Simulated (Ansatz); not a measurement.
Reaction: BNH2Cl2 (SMILES ClB(Cl)N) → BCl2 (SMILES Cl[B]Cl, doublet) + NH2 (SMILES [NH2], doublet) (the B-N bond breaks)
Each species at its own B3LYP-D3(BJ)/def2-TZVP minimum (Ansatz, an electronic-structure program), one conformer.

Wanted: bond dissociation energy (electronic), in kcal/mol. UHF or UKS for unpaired electrons; spin-orbit terms are left out. CBS(X,Y): correlation extrapolated as X^-3, Hartree-Fock from the larger set (Q,5: extrapolated as (X+1)exp(-9√X)). A bracket is a step between two methods taken in the basis named. Functionals run without relativity, which enters their misses. Double hybrids freeze cores in their MP2 part. '+ core + X2C': CCSD(T) terms for core correlation (cc-pwCVTZ, 1s frozen past Ne) and scalar relativity (cc-pVTZ-DK).

CCSD(T)/CBS(cc-pV(Q+d)Z,cc-pV(5+d)Z) + [CCSDT(Q) - CCSD(T)]/cc-pV(D+d)Z + core + X2C (Ansatz) gives 140.6 kcal/mol.

Problem. How far off this value is PBE/def2-TZVPD (Ansatz), in which direction, and which of these levels come nearer: r2SCAN/def2-TZVPD, B3LYP/def2-TZVPD, B2PLYP/def2-TZVPD, CCSD(T)/CBS(cc-pV(Q+d)Z,cc-pV(5+d)Z) + core + X2C?

Solution. PBE gives 135.8 kcal/mol, 4.8 kcal/mol below it. Differences of the others: r2SCAN/def2-TZVPD (Ansatz) -8.3; B3LYP/def2-TZVPD (Ansatz) -7.1; B2PLYP/def2-TZVPD (Ansatz) -3.8; CCSD(T)/CBS(cc-pV(Q+d)Z,cc-pV(5+d)Z) + core + X2C (Ansatz) 0.2 kcal/mol. Nearer than PBE: B2PLYP/def2-TZVPD, CCSD(T)/CBS(cc-pV(Q+d)Z,cc-pV(5+d)Z) + core + X2C.
